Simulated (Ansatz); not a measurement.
Compare A (`CCC1=CS1`) with its isomer B (`C=C1SC1C`).

Isolated molecules relaxed with PBE0-D4/def2-TZVP in Ansatz; ΔE leaves out vibrations. CBS: MP2 limit from def2 TZ/QZ plus the TZ coupled-cluster correction, frozen cores. Functionals use def2-TZVPP. Each species was taken in one conformer, which may not be the lowest.

A:

Z-matrix (Å, degrees):
```
C
C 1 1.521
H 1 1.092 2 111.0
H 1 1.091 2 110.4 3 -119.9
H 1 1.092 2 111.0 3 120.2
C 2 1.462 1 112.8 3 -60.1
H 2 1.096 1 111.1 3 61.3
H 2 1.096 1 111.1 3 178.5
S 6 1.842 2 136.8 1 180.0
C 6 1.275 2 153.8 1 0.0
H 10 1.074 6 152.2 2 -0.0
```

B:

```xyz
11

C    -2.0098    0.0589   -0.2550
C    -0.8896   -0.3557    0.3025
S    -0.1841   -0.8913    1.7876
C     0.5234   -0.6147    0.1034
C     1.4998    0.5074   -0.0935
H    -2.0257    0.3321   -1.3038
H    -2.9308    0.1355    0.3084
H     0.7763   -1.5500   -0.3923
H     1.1817    1.3933    0.4570
H     2.4989    0.2231    0.2424
H     1.5599    0.7613   -1.1566
```

Task: Which is lower in electronic energy at CCSD(T)/CBS, and by how much? (Estimate.)

Result: Ansatz gave: B, by 22.9 kcal/mol.

Task: Give E(B) − E(A) in kcal/mol with CCSD/def2-TZVPP, PBE0-D4, PBE-D4, CCSD(T)/def2-TZVPP, ωB97M-V, B2PLYP, r2SCAN-D4. (Estimate.)

Result: The calculation gave: CCSD/def2-TZVPP -23.4, PBE0-D4 -25.3, PBE-D4 -25.7, CCSD(T)/def2-TZVPP -23.7, ωB97M-V -23.3, B2PLYP -23.9, r2SCAN-D4 -26.5. None reverses the order clearly.

Largest T1 diagnostic: 0.012.

In def2-TZVPP, CCSD(T) changes the Hartree–Fock value by −1.0 kcal/mol (the triples alone add −0.3 kcal/mol) and MP2 by −1.1 kcal/mol.
